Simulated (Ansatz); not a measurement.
## Ligand exchange: CH5NO + BH(CH3)(SiH3) → CH6OSi + BH(CH3)(NH2)

Species: CH5NO `CON`, singlet; BH(CH3)(SiH3), singlet; CH6OSi `CO[SiH3]`, singlet; BH(CH3)(NH2), singlet. The partners trade NH2 for SiH3: O–NH2 and B–SiH3 bonds give way to O–SiH3 and B–NH2.

Shapes, held fixed at every level: PBE0-D4/def2-TZVP. Flexible molecules stand in one conformer, not always the lowest. Programs: Ansatz 0.2.0. The zero-point and thermal change to 298 K, harmonic and unscaled (PBE0-D4/def2-TZVP), is +6.2 kJ/mol.

```csv
level,kind,ΔH(298 K) (kJ/mol),less CCSD(T)/CBS estimate
BHLYP-D4/def2-TZVPP,global hybrid,-469.0,-7.8
wB97M-V/def2-TZVPP,range-separated hybrid,-458.0,+3.2
MP2/def2-SVP,perturbation theory,-467.4,-6.2
MP2/def2-TZVPP,perturbation theory,-479.6,-18.4
CCSD(T)/def2-SVP,coupled cluster or CI,-444.8,+16.4
CCSD/def2-SVP,coupled cluster or CI,-447.0,+14.2
CCSD(T)/CBS estimate,coupled cluster or CI,-461.2,0.0
```

The highest level, CCSD(T)/CBS estimate, gives ΔH(298 K) = -461.2 kJ/mol; the levels span -479.6 to -444.8. The column of differences is taken from that level and isn't an error. No measured value is set beside it here. The CBS estimate extrapolates MP2 from def2-TZVPP and def2-QZVPP and adds CCSD(T) − MP2 in the triple-zeta set, cores frozen.
